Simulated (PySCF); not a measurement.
A species of formula C4H5ClO has this rotational fingerprint, computed with PBE0-D3(BJ)/def2-SVP geometry optimisation, gas phase in PySCF 2.14.0:

| Property | Result |
| --- | --- |
| Rotational constants | A = 4383, B = 2476, C = 1803 MHz |
| Dipole components | \|μa\| = 3.16 D, \|μb\| = 0.54 D, \|μc\| = 0.00 D |
| Inertial defect | -39.21 u·Å² |
| κ | -0.48 |

Question: Which candidate fits, each taken in the one conformer that was computed?
A. `[O:1]=[C:2]([Cl:3])[CH:4]1[CH2:5][CH2:6]1` with O1–C2–C4–C5 145°
B. `C[C@@H]1OC=C1Cl`

Answer: A. It is O=C(Cl)C1CC1, an asymmetric top, point group Cs. The candidates at the same level (rigid rotor, commonest isotopes):

| SMILES | A (MHz) | B (MHz) | C (MHz) | μa (D) | μb (D) | μc (D) | Δ (u·Å²) | point group | rotor |
| --- | --- | --- | --- | --- | --- | --- | --- | --- | --- |
| C[C@@H]1OC=C1Cl | 5337 | 2155 | 1629 | 0.22 | 0.58 | 0.04 | -19.04 | C1 | asymmetric top |
| O=C(Cl)C1CC1 | 4383 | 2476 | 1803 | 3.16 | 0.54 | 0.00 | -39.21 | Cs | asymmetric top |

`C[C@@H]1OC=C1Cl` has A 22 % too high. In the right answer the mirror of this Cs structure is the ab plane, so μc vanishes by symmetry. No structure here is proved a minimum.
